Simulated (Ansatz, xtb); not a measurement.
## Loss of HF: C2H4ClF → C2H3Cl + HF

Species: C2H4ClF (1-chloro-1-fluoroethane) `CC(F)Cl`, singlet; C2H3Cl `C=CCl`, singlet; HF (hydrogen fluoride), singlet. 

Shapes, held fixed at every level: PBE0-D4/def2-TZVP. Programs: Ansatz 0.2.0, xtb 6.7.1. The zero-point and thermal change to 298 K, harmonic and unscaled (PBE0-D4/def2-TZVP), is -11.8 kJ/mol.

Task: Estimate ΔH(298 K) of this reaction.

Result: The highest level, CCSD(T)/CBS estimate, gives ΔH(298 K) = +61.0 kJ/mol; the levels span +61.0 to +94.3. The column of differences is taken from that level and isn't an error. No measured value is set beside it here. The CBS estimate extrapolates MP2 from def2-TZVPP and def2-QZVPP and adds CCSD(T) − MP2 in the triple-zeta set, cores frozen.

| level | kind | ΔH(298 K) (kJ/mol) | less CCSD(T)/CBS estimate |
| --- | --- | --- | --- |
| GFN0-xTB | semi-empirical | +94.3 | +33.3 |
| HF/def2-TZVPP | Hartree–Fock | +64.8 | +3.8 |
| PBE-D4/def2-TZVPP | GGA | +75.1 | +14.1 |
| B3LYP-D4/def2-TZVPP | global hybrid | +66.8 | +5.8 |
| PBE0-D4/def2-TZVPP | global hybrid | +82.1 | +21.1 |
| r2SCAN0-D4/def2-TZVPP | global hybrid | +85.6 | +24.6 |
| CCSD/def2-SVP | coupled cluster or CI | +83.4 | +22.4 |
| CCSD/def2-TZVPP | coupled cluster or CI | +64.5 | +3.5 |
| CCSD(T)/CBS estimate | coupled cluster or CI | +61.0 | 0.0 |
